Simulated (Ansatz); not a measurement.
Saddle point of BNH₆S, singlet (BNH₄ ([BH2][NH2]) + H₂S → BH₃S ([BH2][SH]) + NH₃ (still joined by a long B–N bond); bonds formed: B1–S6, N2–H5; bonds broken: H5–S6; bonds weakened to dative contacts: B1–N2), PBE0-D4/def2-TZVP structure:

```
9
angstrom
B 0.0707 -0.5730 -0.5500
N 0.9736 0.4098 0.1911
H 0.0739 -0.4590 -1.7434
H -0.0416 -1.6698 -0.0795
H -0.4147 0.9774 0.3896
S -1.7612 0.4547 -0.0221
H 1.6241 0.9397 -0.3705
H 1.4323 0.0714 1.0245
H -1.9571 -0.1512 1.1604
```

Energies are electronic, without zero-point energy. Barriers and step energies count from the start structure reached by relaxing down the imaginary mode; all methods use the PBE0-D4 structures, on which another method's saddle can fall below an end. Program: Ansatz 0.2.0. Basis: def2-TZVPP, with def2-QZVPP for the basis limit. Cores are frozen in the correlated methods. B3LYP uses VWN-RPA correlation. Extrapolation: Hartree–Fock as exp(−7.88 √X), correlation as X^−2.97.

```json
{"method": "SPW92", "barrier (kJ/mol)": "39.8", "step energy (kJ/mol)": "-58.2"}
{"method": "PBE-D4", "barrier (kJ/mol)": "70.4", "step energy (kJ/mol)": "-36.2"}
{"method": "BLYP-D4", "barrier (kJ/mol)": "96.5", "step energy (kJ/mol)": "-12.6"}
{"method": "r2SCAN-D4", "barrier (kJ/mol)": "82.0", "step energy (kJ/mol)": "-34.8"}
{"method": "B97M-V", "barrier (kJ/mol)": "103.6", "step energy (kJ/mol)": "-27.4"}
{"method": "PBE0-D4", "barrier (kJ/mol)": "82.3", "step energy (kJ/mol)": "-40.0"}
{"method": "B3LYP-D4", "barrier (kJ/mol)": "104.7", "step energy (kJ/mol)": "-17.0"}
{"method": "r2SCAN0-D4", "barrier (kJ/mol)": "89.9", "step energy (kJ/mol)": "-37.9"}
{"method": "BHLYP-D4", "barrier (kJ/mol)": "120.8", "step energy (kJ/mol)": "-19.2"}
{"method": "CAM-B3LYP-D4", "barrier (kJ/mol)": "?", "step energy (kJ/mol)": "-18.7"}
{"method": "wB97X-V", "barrier (kJ/mol)": "?", "step energy (kJ/mol)": "-29.1"}
{"method": "wB97M-V", "barrier (kJ/mol)": "102.9", "step energy (kJ/mol)": "-26.6"}
{"method": "B2PLYP", "barrier (kJ/mol)": "?", "step energy (kJ/mol)": "-18.9"}
{"method": "PBE-QIDH", "barrier (kJ/mol)": "91.5", "step energy (kJ/mol)": "-41.4"}
{"method": "RPA on PBE", "barrier (kJ/mol)": "108.2", "step energy (kJ/mol)": "-18.7"}
{"method": "HF", "barrier (kJ/mol)": "170.9", "step energy (kJ/mol)": "3.1"}
{"method": "MP2", "barrier (kJ/mol)": "95.5", "step energy (kJ/mol)": "-34.5"}
{"method": "CCSD", "barrier (kJ/mol)": "117.2", "step energy (kJ/mol)": "-23.3"}
{"method": "CCSD(T)", "barrier (kJ/mol)": "105.9", "step energy (kJ/mol)": "-27.0"}
```

**Question.** Fill in the withheld barriers. (Judge from chemistry; the value comes from the calculation.)

**Answer.** By the calculation: wB97X-V 103.9; B2PLYP 108.1; CAM-B3LYP-D4 109.9 kJ/mol. Each is the energy of the saddle less that of the start structure, by the same method.

For comparison, the barrier by CCSD(T) at an estimated basis limit (MP2 extrapolated from triple and quadruple zeta, plus CCSD(T) − MP2 in triple zeta) is 103.9 kJ/mol.

T1 diagnostic: at most 0.012.

Labels in which every atom is bracketed show which atoms are joined, not bond orders.

For scale, one of the runs: CCSD(T)/def2-TZVPP, 188 basis functions, launched by `ansatz run in.yaml --threads 2 --pin off --events-out ev --progress --plain --max-ram 4352MiB`. The run took 41 s on 2 CPU threads of an Arm Neoverse V1 (shared host), with 1.9 GiB of host memory at its peak.
